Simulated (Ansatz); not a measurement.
# CHO3: the cost of one run

Program: Ansatz 0.2.0. Level of theory: RKS PBE/def2-SVP. These are calculated values, not measurements.

## 1. The system as given

Bond lengths: O1–C2 1.229 Å, C2–O3 1.219 Å, C2–O4 1.457 Å, O4–H5 0.964 Å. Angles: O1–C2–O3 132.2°, O1–C2–O4 113.5°, O3–C2–O4 114.3°, C2–O4–H5 104.9°.

Structure file:

```xyz
5

O     0.1740   -1.1342   -0.6446
C     0.2083   -0.3224    0.2777
O     0.6271   -0.3981    1.4198
O    -0.3621    0.9727   -0.0681
H    -0.6473    0.8820   -0.9847
```

## 2. End point A

File input.yaml:

```yaml
crystal:
  periodic: [false, false, false]
  atoms:
    - { symbol: O, position_ang: [0.174, -1.13424, -0.64461] }
    - { symbol: C, position_ang: [0.20829, -0.32235, 0.27768] }
    - { symbol: O, position_ang: [0.62708, -0.3981, 1.41976] }
    - { symbol: O, position_ang: [-0.36211, 0.97273, -0.0681] }
    - { symbol: H, position_ang: [-0.64726, 0.88195, -0.98473] }
total_charge: -1
basis:
  gaussian: { orbitals: def2-SVP }
hamiltonian:
  xc: pbe
relax:
  f_tol: 0.02
  max_steps: 50
```

Started as:

```console
ansatz run input.yaml --threads 1 --pin off --max-ram 2048MiB --backend cpu --events-out ev --progress --plain --runs-dir out
```

**Question.** How long does this run take on 1 thread of Intel Xeon Platinum 8488C (Sapphire Rapids), shared host, and how much memory does it need?

About 6.3 s, with a peak of 0.12 GiB.
